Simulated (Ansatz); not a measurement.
A made-up structure of CH$_{4}$AlO, doublet:

```xyz
7
angstrom
C -1.3897 0.3979 -0.6716
Al 0.4198 0.1776 0.4597
O 1.5355 -1.2954 0.0043
H -1.7262 -0.3568 -1.5679
H -2.1987 1.2921 -0.4913
H 0.8995 1.2828 1.7627
H 2.4597 -1.4983 0.5042
```

It is relaxed with PBE-D4/def2-SVP and then PBE0-D4/def2-TZVP (Ansatz 0.2.0). Atoms count as bonded within 1.22 times the sum of their covalent radii (H–H: 0.88 Å). The end point is not checked to be a true minimum.

(1) Does its bonding change? (A judgement: the text doesn't fix the answer.)

Answers

(1) Computed: No: no bond forms or breaks.

Where it ends: The first stage lowers the energy by 1.32 eV in 6 steps. It ends as CH₄AlO ([CH2][AlH][OH]):
C1  (-1.241, 0.355, -0.600)
Al2  (0.375, 0.158, 0.410)
O3  (1.371, -1.157, 0.004)
H4  (-1.542, -0.318, -1.400)
H5  (-1.963, 1.154, -0.439)
H6  (0.803, 1.145, 1.574)
H7  (2.196, -1.338, 0.450)
(Å)

Labels in which every atom is bracketed show which atoms are joined, not bond orders.

For scale, one of the runs: PBE0-D4/def2-TZVP relaxation, 123 basis functions, launched by `ansatz run in.yaml --threads 2 --pin off --events-out ev --progress --plain --max-ram 4352MiB`. Hardware: 2 CPU threads of an Arm Neoverse V2, shared host. Wall time about 20 s.
